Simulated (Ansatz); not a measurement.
Relaxed structures of CHMgO (charge +1), singlet (PBE0-D4/def2-TZVP; forces vanish, vibrations not checked; lower isomers may exist, and structures with a doubtful reference or unclear bonds are left out; Å). Computed with Ansatz 0.2.0 (basis: def2-TZVPP); correlated methods freeze the cores. The outer core shell of Li, Na, Mg and K is correlated. The def2 sets are not built for correlating such inner shells, so the correlated values are less sure here.

Problem. Rank them by CCSD(T) energy, lowest first, and give each one's height above the lowest. Links in brackets join atoms within 1.22 times the sum of their covalent radii (1.1 for two metals). (An estimate is asked for; the value comes from the calculation.)
A.
CHMgO ([O][CH][Mg]), total charge +1
```
4
angstrom
O 0.4720 -0.1538 2.0517
C 0.4979 -0.6189 0.9796
Mg -0.4345 0.5816 -0.7056
H 0.9422 -1.6025 0.7168
```
B.
CHMgO ([C][O][MgH]), total charge +1
```
4
angstrom
O 0.3557 -0.2936 1.0931
C 0.6992 -0.5723 2.1437
Mg -0.2799 0.2271 -0.8560
H -0.7749 0.6388 -2.3807
```
C.
CHMgO ([O][C][MgH]), total charge +1
```
4
angstrom
O 0.7261 -0.5909 2.2227
C 0.3898 -0.3228 1.1991
Mg -0.3126 0.2464 -0.9485
H -0.8033 0.6673 -2.4733
```

Solution. The calculation gives: C (0.00 kcal/mol), B (6.71 kcal/mol), A (19.72 kcal/mol). Heights count from the lowest.

T1 diagnostic: at most 0.027. The T1 diagnostic is large here, which may signal multireference character or strong orbital relaxation, so CCSD(T) is less sure. The restricted Hartree–Fock reference is unstable towards an unrestricted one at one or more of these structures. A large double-excitation amplitude points to some diradical character; no triplet was computed.

For scale, one of the runs: CCSD(T)/def2-TZVPP, 108 basis functions, launched by `ansatz run in.yaml --threads 2 --pin off --events-out ev --progress --plain --max-ram 4352MiB`. Hardware: 2 CPU threads of an Arm Neoverse V1, shared host. Wall time about 8 s.
